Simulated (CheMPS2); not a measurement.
# COF2 (carbonyl fluoride), step by step

We compute a series of 19 runs (DMRG/ANO-RCC-MB) of CF2O. The setting varied is the bond dimension. 

Program for the calculation: CheMPS2 1.8.12.

## Step 1: Starting point

COF2: 4 atoms, total charge 0, spin state singlet. As SMILES, `O=C(F)F`. The shape is that of a GFN2-xTB optimisation.

Bond lengths: O1–C2 1.159 Å, C2–F3 1.317 Å, C2–F4 1.317 Å. Angles: O1–C2–F3 126.8°, O1–C2–F4 126.7°, F3–C2–F4 106.5°.

## Step 2: A single-point energy at DMRG/ANO-RCC-MB (ground state) (run 1)

Input file prepare.py:

```python
from pyscf import ao2mo, gto, mcscf, mp, scf
from pyscf.tools import fcidump

geom = """
O     -1.243810    -0.157330     0.153910
C     -0.102510    -0.013170     0.012900
F      0.851050    -0.823360     0.422470
F      0.495270     0.993860    -0.589280
"""
mol = gto.M(
    atom=geom,
    basis="ano-rcc-mb",
    charge=0,
    spin=0,
    verbose=4,
    max_memory=2000,
)
print("nao                           : %d" % (mol.nao))
mf = scf.RHF(mol)
mf.conv_tol = 1e-10
mf.max_cycle = 200
mf.kernel()
if not mf.converged:
    mf = mf.newton().run(mf.mo_coeff, mf.mo_occ)
print("E(HF)                         : %.10f" % (mf.e_tot))
# natural orbitals of MP2 give a compact matrix product state
occ_no, mo = mcscf.addons.make_natural_orbitals(mp.MP2(mf, frozen=4).run())
mf.mo_coeff = mo
# write the integrals of the correlated orbitals
cas = mcscf.CASCI(mf, 16, 24)
h1, ecore = cas.get_h1eff()
fcidump.from_integrals("FCIDUMP", h1, cas.get_h2eff(), 16, 24, nuc=ecore, ms=0)
```

Input file chemps2.input:

```
FCIDUMP = FCIDUMP
GROUP = 0
MULTIPLICITY = 1
NELECTRONS = 24
IRREP = 0
EXCITATION = 0
SWEEP_STATES = 4, 5, 5
SWEEP_ENERGY_CONV = 1e-04, 1e-04, 1e-06
SWEEP_MAX_SWEEPS = 3, 4, 6
SWEEP_NOISE_PREFAC = 0.05, 0.005, 0.0
SWEEP_DVDSON_RTOL = 3e-05, 3e-05, 3e-06
NOCC = 0
NACT = 16
NVIR = 0
MOLCAS_FIEDLER = TRUE
PRINT_CORR = FALSE
TMP_FOLDER = .
```

Launch:

```bash
$ python prepare.py && chemps2 --file=chemps2.input
```

Output:

```text
$ python prepare.py

[... 142 lines left out ...]
***     Minimum energy           = -311.308262720966
[... 42 lines left out ...]
***     Maximum discarded weight = 0.00141920728498895
[... 20 lines left out ...]
***     Minimum energy           = -311.365507243499
[... 21 lines left out ...]
***     Minimum energy           = -311.365945960781
[... 15 lines left out ...]
***     Maximum discarded weight = 0.000153091286145592
[... 22 lines left out ...]
***     Maximum discarded weight during the last sweep     = 0.000152937390023428
[... 21 lines left out ...]
***     Maximum discarded weight during the last sweep     = 0.000152918140175501
******************************************************************
```

Run time: 6.8 s. Hardware: 1 thread of Arm Neoverse V1, shared host; peak memory 0.12 GiB.

## Step 3: A single-point energy at DMRG/ANO-RCC-MB (ground state) (run 2)

Input file integrals.py:

```python
from pyscf import ao2mo, gto, mcscf, mp, scf
from pyscf.tools import fcidump

geom = """
O     -1.243810    -0.157330     0.153910
C     -0.102510    -0.013170     0.012900
F      0.851050    -0.823360     0.422470
F      0.495270     0.993860    -0.589280
"""
mol = gto.M(
    atom=geom,
    basis="ano-rcc-mb",
    charge=0,
    spin=0,
    verbose=3,
)
print("nao                           : %d" % (mol.nao))
mf = scf.RHF(mol)
mf.conv_tol = 1e-10
mf.max_cycle = 200
mf.kernel()
if not mf.converged:
    mf = mf.newton().run(mf.mo_coeff, mf.mo_occ)
print(f"E(HF)                         : {mf.e_tot:.10f}")
occ_no, mo = mcscf.addons.make_natural_orbitals(mp.MP2(mf, frozen=4).run())
mf.mo_coeff = mo
cas = mcscf.CASCI(mf, 16, 24)
h1, ecore = cas.get_h1eff()
fcidump.from_integrals("FCIDUMP", h1, cas.get_h2eff(), 16, 24, nuc=ecore, ms=0)
```

Input file dmrg.input:

```
FCIDUMP = FCIDUMP
GROUP = 0
MULTIPLICITY = 1
NELECTRONS = 24
IRREP = 0
EXCITATION = 0
SWEEP_STATES = 5, 10, 10
SWEEP_ENERGY_CONV = 1e-04, 1e-04, 1e-06
SWEEP_MAX_SWEEPS = 3, 4, 6
SWEEP_NOISE_PREFAC = 0.05, 0.005, 0.0
SWEEP_DVDSON_RTOL = 3e-05, 3e-05, 3e-06
NOCC = 0
NACT = 16
NVIR = 0
MOLCAS_FIEDLER = TRUE
PRINT_CORR = FALSE
TMP_FOLDER = .
```

Launch:

```bash
$ python integrals.py && chemps2 --file=dmrg.input
```

Output:

```text
$ python integrals.py
nao                           : 20
converged SCF energy = -311.303701930741
E(HF)                         : -311.3037019307
E(RMP2) = -311.437670722093  E_corr = -0.133968791351629
E(SCS-RMP2) = -311.438545804601  E_corr = -0.134843873859712

$ chemps2 --file=dmrg.input

Running chemps2 version 1.8.12 () with the following options:

[... 105 lines left out ...]
***     Minimum energy           = -311.368230913567
[... 15 lines left out ...]
***     Maximum discarded weight = 0.00066680380628106
[... 21 lines left out ...]
***     Maximum discarded weight = 1.36791054409886e-05
[... 20 lines left out ...]
***     Minimum energy           = -311.429989341516
[... 15 lines left out ...]
***     Maximum discarded weight = 0.00114069289801976
[... 21 lines left out ...]
***     Maximum discarded weight = 0.00113904146779766
[... 22 lines left out ...]
***     Maximum discarded weight during the last sweep     = 0.00113890720575373
******************************************************************
```

Wall time 9.6 s (1 thread of Arm Neoverse V1, shared host); peak memory 0.12 GiB.

Runs 3 to 12 aren't shown in full; the table further down has their settings and results.

## Step 4: The triplet: a single-point energy at DMRG/ANO-RCC-MB (ground state) (run 13)

Input file integrals.py:

```python
from pyscf import ao2mo, gto, mcscf, mp, scf
from pyscf.tools import fcidump

geom = "mol.xyz"
mol = gto.M(
    atom=geom,
    basis="ano-rcc-mb",
    charge=0,
    spin=2,
    verbose=4,
)
print("basis functions: %d" % (mol.nao))
mf = scf.ROHF(mol)
mf.conv_tol = 1e-10
mf.max_cycle = 200
mf.kernel()
if not mf.converged:
    mf = mf.newton().run(mf.mo_coeff, mf.mo_occ)
print("E(SCF): %.10f" % (mf.e_tot))
# natural orbitals of MP2 give a compact matrix product state
occ_no, mo = mcscf.addons.make_natural_orbitals(mp.MP2(mf.to_uhf(), frozen=4).run())
mf.mo_coeff = mo
# write the integrals of the correlated orbitals
cas = mcscf.CASCI(mf, 16, 24)
h1, ecore = cas.get_h1eff()
fcidump.from_integrals("FCIDUMP", h1, cas.get_h2eff(), 16, 24, nuc=ecore, ms=2)
```

Input file dmrg.input:

```
FCIDUMP = FCIDUMP
GROUP = 0
MULTIPLICITY = 3
NELECTRONS = 24
IRREP = 0
EXCITATION = 0
SWEEP_STATES = 17, 35, 35
SWEEP_ENERGY_CONV = 1e-05, 1e-05, 1e-07
SWEEP_MAX_SWEEPS = 3, 4, 6
SWEEP_NOISE_PREFAC = 0.05, 0.005, 0.0
SWEEP_DVDSON_RTOL = 3e-04, 3e-04, 3e-05
NOCC = 0
NACT = 16
NVIR = 0
MOLCAS_FIEDLER = TRUE
PRINT_CORR = FALSE
TMP_FOLDER = .
```

Launch:

```bash
$ python integrals.py && chemps2 --file=dmrg.input
```

Output:

```text
$ python integrals.py

[... 193 lines left out ...]
***     Minimum energy           = -311.202984380948
[... 30 lines left out ...]
***     Maximum discarded weight = 5.49676260084169e-05
[... 29 lines left out ...]
***     Maximum discarded weight = 0.000375275560406791
[... 35 lines left out ...]
***     Minimum energy           = -311.227963451717
[... 29 lines left out ...]
***     Minimum energy           = -311.228224663235
[... 29 lines left out ...]
***     Minimum energy           = -311.228228838698
[... 30 lines left out ...]
***     Maximum discarded weight during the last sweep     = 0.000538054018580901
******************************************************************
```

Run time: 35 s. Hardware: 1 thread of Arm Neoverse V1, shared host; peak memory 0.12 GiB.

No converged result was reached.

Runs 14 to 18 aren't shown in full; the table further down has their settings and results.

## Step 5: The triplet: a single-point energy at DMRG/ANO-RCC-MB (ground state) (run 19)

Input file prepare.py:

```python
from pyscf import ao2mo, gto, mcscf, mp, scf
from pyscf.tools import fcidump

geom = "mol.xyz"
mol = gto.M(
    atom=geom,
    basis="ano-rcc-mb",
    charge=0,
    spin=2,
    verbose=4,
    max_memory=2000,
)
print("nao = %d" % (mol.nao))
mf = scf.ROHF(mol)
mf.conv_tol = 1e-10
mf.max_cycle = 200
mf.kernel()
if not mf.converged:
    mf = mf.newton().run(mf.mo_coeff, mf.mo_occ)
print("E(HF) = %.10f" % (mf.e_tot))
occ_no, mo = mcscf.addons.make_natural_orbitals(mp.MP2(mf.to_uhf(), frozen=4).run())
mf.mo_coeff = mo
cas = mcscf.CASCI(mf, 16, 24)
h1, ecore = cas.get_h1eff()
fcidump.from_integrals("FCIDUMP", h1, cas.get_h2eff(), 16, 24, nuc=ecore, ms=2)
```

Input file chemps2.input:

```
FCIDUMP = FCIDUMP
GROUP = 0
MULTIPLICITY = 3
NELECTRONS = 24
IRREP = 0
EXCITATION = 0
SWEEP_STATES = 150, 300, 300
SWEEP_ENERGY_CONV = 1e-05, 1e-05, 1e-07
SWEEP_MAX_SWEEPS = 3, 4, 6
SWEEP_NOISE_PREFAC = 0.05, 0.005, 0.0
SWEEP_DVDSON_RTOL = 3e-04, 3e-04, 3e-05
NOCC = 0
NACT = 16
NVIR = 0
MOLCAS_FIEDLER = TRUE
PRINT_CORR = FALSE
TMP_FOLDER = .
```

Launch:

```bash
$ python prepare.py && chemps2 --file=chemps2.input
```

Output:

```text
$ python prepare.py

[... 178 lines left out ...]
***     Minimum energy           = -311.212813400637
[... 14 lines left out ...]
***     Minimum energy           = -311.235406714537
[... 14 lines left out ...]
***     Minimum energy           = -311.235577861933
[... 15 lines left out ...]
***     Maximum discarded weight = 2.45572520970287e-06
[... 14 lines left out ...]
***     Maximum discarded weight = 5.53448147604601e-06
[... 20 lines left out ...]
***     Minimum energy           = -311.235812898944
[... 15 lines left out ...]
***     Maximum discarded weight during the last sweep     = 5.54267484584865e-06
******************************************************************
```

Run time: 2.7 min. Hardware: 1 thread of Arm Neoverse V1, shared host; peak memory 0.12 GiB.

## Step 6: All runs side by side

| run | bond dimension | bond dims | partner | energy (Eh) | wall time |
| --- | --- | --- | --- | --- | --- |
| 1 | 5 | (4, 5) | base | -311.366064 | 6.8 s |
| 2 | 10 | (5, 10) | base | -311.430175 | 9.6 s |
| 3 | 20 | (10, 20) | base | not converged | 19 s |
| 4 | 35 | (17, 35) | base | -311.462946 | 18 s |
| 5 | 50 | (25, 50) | base | -311.464036 | 22 s |
| 6 | 75 | (37, 75) | base | -311.464820 | 40 s |
| 7 | 100 | (50, 100) | base | -311.465003 | 35 s |
| 8 | 150 | (75, 150) | base | -311.465099 | 56 s |
| 9 | 200 | (100, 200) | base | -311.465128 | 75 s |
| 10 | 5 | (4, 5) | triplet | timeout | 90 s |
| 11 | 10 | (5, 10) | triplet | -311.182848 | 14 s |
| 12 | 20 | (10, 20) | triplet | not converged | 24 s |
| 13 | 35 | (17, 35) | triplet | not converged | 35 s |
| 14 | 50 | (25, 50) | triplet | not converged | 47 s |
| 15 | 75 | (37, 75) | triplet | -311.234346 | 82 s |
| 16 | 100 | (50, 100) | triplet | -311.235079 | 68 s |
| 17 | 150 | (75, 150) | triplet | -311.235574 | 2.1 min |
| 18 | 200 | (100, 200) | triplet | -311.235725 | 2 min |
| 19 | 300 | (150, 300) | triplet | -311.235813 | 2.7 min |

Convergence of the total energy of singlet COF2 with the bond dimension, against the last point:

| bond dimension | from the last (mEh) | wall time |
| --- | --- | --- |
| 5 | +99.064 | 6.8 s |
| 10 | +34.953 | 9.6 s |
| 35 | +2.182 | 18 s |
| 50 | +1.092 | 22 s |
| 75 | +0.307 | 40 s |
| 100 | +0.125 | 35 s |
| 150 | +0.029 | 56 s |
| 200 | +0.000 | 75 s |

## Step 7: Outcome

```
                                                                    quantity          value
                                               triplet, run 19: total energy  -311.23581 Eh
 vertical energy of the triplet above the singlet (run 2, bond dimension 10)       6.730 eV
 vertical energy of the triplet above the singlet (run 6, bond dimension 75)       6.272 eV
vertical energy of the triplet above the singlet (run 7, bond dimension 100)       6.257 eV
vertical energy of the triplet above the singlet (run 8, bond dimension 150)       6.246 eV
vertical energy of the triplet above the singlet (run 9, bond dimension 200)       6.242 eV
```

In words: For the total energy of singlet COF2 to stay within 10 mEh of the last point, 35 is the first point of the series from which all later ones do (18 s against 75 s). For the total energy of singlet COF2 to stay within 2 mEh of the last point, 50 is the first point of the series from which all later ones do (22 s against 75 s). In runs 1, 2, 4, 5, 6, 7, 8, 9 and more the basis is minimal, so the values are rough. In runs 1, 2, 4, 5, 6, 7, 8, 9 and more relativity is left out where basis or elements ask for it. All runs together took 17 min, the longest 2.7 min. 5 of the 19 runs did not end normally.
